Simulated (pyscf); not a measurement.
Single points on ωB97X-D3(BJ)/def2-SVP structures (PySCF, gas phase). Correlated levels are frozen-core, on RHF or UHF. ΔMP2 is the change of the MP2 total energy from the triple- to the quadruple-zeta basis.

SMILES: [OH][BiH][OH]
```xyz
6

O     -2.5141     0.6533     0.4227
Bi    -0.5194     0.3565     0.9492
O      0.3663     0.4448    -0.9352
H     -2.8615    -0.0621    -0.1243
H     -0.6546    -1.4540     0.9430
H      0.0688    -0.2659    -1.5166
```
Charge 0, spin multiplicity 1.

Task: What is the homolytic dissociation enthalpy (298 K, CCSD(T)/def2-TZVPP + ΔMP2(QZVPP)) of the Bi–H bond of HO–BiH–OH, to HO–Bi•–OH + H•?

Result: Bi–H to HO–Bi•–OH + H•: 59.9 kcal/mol. Other isomers of HO–Bi•–OH were not searched in full and may lie lower. The CCSD(T) − MP2 part came from Ansatz, without density fitting, on the same reference. The frozen core leaves the outer d or s,p core shells of the metals and heavy elements correlated in the MP2 and CC values, and def2-TZVPP describes them poorly, which can shift differences by a few kcal/mol. Elements past Kr carry the def2 core potentials, without spin-orbit coupling.
